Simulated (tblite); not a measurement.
Compound: C3H2FO (doublet state).
Geometry (GFN2-xTB, Å), atoms numbered from 1 in this order:
```
atom  x, y, z in Å
C1     0.900    0.445    1.146
C2     0.551   -0.206    0.077
F3     1.357   -1.088   -0.555
C4    -0.767   -0.106   -0.633
O5    -1.693    0.579   -0.327
H6     0.428    1.159    1.776
H7    -0.772   -0.778   -1.511
```

Calculated harmonic vibrations of the isolated species, GFN2-xTB (tblite), most abundant isotopes, no scaling. Errors from tens to a few hundred cm⁻¹ against measured bands are possible. One conformer, not necessarily the lowest. Open shells enter through the occupations alone, without spin polarisation, and single modes of such species can be off by tens of per cent.

Harmonic wavenumbers (cm⁻¹): 127.9, 255.4, 399.5, 426.8, 544.5, 700.7, 707.5, 854.1, 865.1, 1078.4, 1308.1, 1655.9, 1812.7, 2780.9, 3224.3.

A = 10671, B = 4270, C = 3050 MHz; mass 73.009 u (most abundant isotopes); point group Cs, symmetry number 1; spin multiplicity 2.

Task: What is the zero-point energy?

Result: ½Σν̃ = 8371 cm⁻¹ = 23.93 kcal/mol.

Task: Entropy at 298.15 K, 1 bar (ideal gas, RRHO, classical rotation)?

Result: Translation 38.81, rotation 25.25, vibration 8.09, spin (R ln 2) 1.38: S = 73.5 cal/(mol K).

Task: And Cp and H(298.15 K) − H(0)?

Result: Cp = 18.93 cal/(mol K), of which vibrations give 10.98 (their classical limit is 15 R = 29.8); H(298.15 K) − H(0) = 3.84 kcal/mol without the zero-point energy, 1.47 from vibrations.

Task: What must be added to the electronic energy to get the Gibbs energy at 298.15 K and 1 bar?

Result: ZPE + [H(298.15 K) − H(0)] − T·S = 23.93 + 3.84 − 21.92 = 5.85 kcal/mol.

Task: Which modes carry the vibrational entropy at 298.15 K?

Result: 127.9 cm⁻¹: 2.98; 255.4 cm⁻¹: 1.69; 399.5 cm⁻¹: 0.96; 426.8 cm⁻¹: 0.87; 544.5 cm⁻¹: 0.56; 700.7 cm⁻¹: 0.31 cal/(mol K); the other 9 give 0.73 together.

Task: Blend soft modes into free rotors: weight 1/[1 + (100 cm⁻¹/ν̃)⁴] for the oscillator and the rest for a rotor with moment μB/(μ + B), μ = h/(8π²ν), B = 10⁻⁴⁴ kg m². What vibrational entropy results?

Result: 8.00 cal/(mol K) in place of 8.09, which changes −T·S at 298.15 K by +0.03 kcal/mol.

Task: How do the functions run with temperature in this model?

Result: 
| T (K) | S (cal/(mol K)) | Cp (cal/(mol K)) | H − H(0) (kcal/mol) | G − H(0) (kcal/mol) | ln q(vib) |
| --- | --- | --- | --- | --- | --- |
| 100 | 58.1 | 10.6 | 0.89 | -4.92 | 0.20 |
| 200 | 66.8 | 15.0 | 2.17 | -11.19 | 0.82 |
| 300 | 73.6 | 19.0 | 3.87 | -18.22 | 1.61 |
| 500 | 84.8 | 24.6 | 8.28 | -34.11 | 3.34 |
| 800 | 97.5 | 29.4 | 16.47 | -61.55 | 5.84 |
| 1000 | 104.3 | 31.4 | 22.56 | -81.76 | 7.37 |

q(vib) and H(0) count from the zero-point level.

Hindered rotation and anharmonicity are outside this model. Other conformers, if any are populated, would add a mixing term that is left out.
